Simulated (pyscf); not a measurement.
## Four-centre exchange: `[NH2][Si]([Cl])([Cl])[Cl]` + `[OH2]` → `[NH2][Si]([OH])([Cl])[Cl]` + `[ClH]`

Gas phase, singlet surface, charge 0. Bonds broken: Si2–Cl3, O8–H9. Bonds formed: Si2–O8, Cl3–H9. Single points on ωB97X-D3(BJ)/def2-SVP structures (PySCF, gas phase).

Transition state (Å):

```xyz
10

N      0.6784     0.4704     0.8734
Si    -0.7335    -0.0393     0.1206
Cl     0.8455    -1.7040    -1.1357
Cl    -2.0326     1.5343     0.5642
Cl    -1.8591    -1.6550     0.6704
H      0.6789     1.2899     1.4691
H      1.5510    -0.0356     0.7881
O     -0.8782     0.1706    -1.6612
H     -0.2113    -0.6721    -1.9191
H     -1.7686     0.2231    -2.0431
```

One imaginary mode, 382i cm⁻¹; descent along it reached the two sides named, in the forms told below.

```csv
bond,change,reactant side (Å),saddle,product side
Si2–Cl3,breaks,2.177,2.6,3.9
O8–H9,breaks,0.973,1.105,1.890
Si2–O8,forms,1.936,1.800,1.665
Cl3–H9,forms,2.432,1.672,1.300
```

Electronic energies relative to the separated reactants (kJ/mol):

| level | barrier | reaction energy | reverse barrier |
|---|---|---|---|
| ωB97X-D3(BJ)/def2-TZVP | 57.5 | -8.7 | 66.3 |
| PBE/def2-TZVP | 47.7 | -13.0 | 60.7 |
| r²SCAN/def2-TZVP | 45.6 | -18.0 | 63.6 |
| B3LYP-D3(BJ)/def2-TZVP | 54.6 | -16.5 | 71.1 |
| PBE0-D3(BJ)/def2-TZVP | 48.4 | -11.2 | 59.6 |
| M06-2X/def2-TZVP | 48.6 | -21.1 | 69.7 |
| ωB97M-D3(BJ)/def2-TZVP | 54.2 | -17.7 | 71.9 |
| HF/def2-TZVP | 117.2 | -27.7 | 144.9 |

With ωB97M-D3(BJ)/def2-TZVP energies and thermal terms (ideal gas, 1 atm, RRHO with modes under 100 cm⁻¹ raised to 100, one conformer, R ln 2 for rigid chiral ones), in kJ/mol:

| T (K) | ΔH‡ | ΔG‡ | ΔH | ΔG |
|---|---|---|---|---|
| 298 | 49.9 | 100.9 | -23.2 | -19.8 |
| 600 | 49.7 | 153.0 | -22.2 | -16.6 |
| 900 | 52.0 | 204.2 | -20.4 | -14.1 |
| 1200 | 55.2 | 254.5 | -18.6 | -12.3 |

On the reactant side the descent ends in an adduct with a O–Si contact, 33.8 kJ/mol over the separated species and 23.8 kJ/mol under the saddle at ωB97X-D3(BJ)/def2-TZVP. On the product side the descent ends in a complex, 26.2 kJ/mol under the separated species and 92.5 kJ/mol under the saddle at ωB97X-D3(BJ)/def2-TZVP. What is counted as formed (O–Si) is already present as a longer contact in the reactant adduct; forming that adduct is a step of its own. One saddle was located; it need not be the lowest between these sides.
